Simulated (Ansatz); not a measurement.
`F[Si]S` + H₂O → `O[Si]S` + H–F  (formal hydrolysis of the Si–F bond)

Computed with Ansatz on PBE0-D4/def2-TZVP structures; ΔE is electronic, products minus reactants. CCSD(T)/CBS is frozen-core, at the limit of the def2 triple- and quadruple-zeta sets. DFT in def2-TZVPP. One conformer a species, not always the lowest.

Question: Is it downhill or uphill in electronic energy at CCSD(T)/CBS, and by how much? (Estimate.)

Answer: Ansatz gave: Uphill: ΔE = +35.8 kJ/mol.

Question: What do these levels give: B97M-V, CAM-B3LYP-D4, CAM-B3LYP, MP2/def2-SVP, CCSD(T)/def2-TZVPP, MP2/def2-QZVPP? (An estimate is asked.)

Answer: The calculation gave: B97M-V 40.7, CAM-B3LYP-D4 39.0, CAM-B3LYP 40.6, MP2/def2-SVP 36.9, CCSD(T)/def2-TZVPP 34.4, MP2/def2-QZVPP 33.4 kJ/mol.

Largest T1 diagnostic among the species: 0.015.

Leaving LDA and LC-ωPBE aside and taking each functional with its dispersion term where it has one, the values, not all of them listed here, spread over 7.4 kJ/mol, from revPBE-D4 to B97M-V. LDA lies −4.2 kJ/mol from PBE without D4. In def2-TZVPP, CCSD(T) changes the Hartree–Fock value by −6.1 kJ/mol (the triples alone add −1.2 kJ/mol) and MP2 by −8.4 kJ/mol.
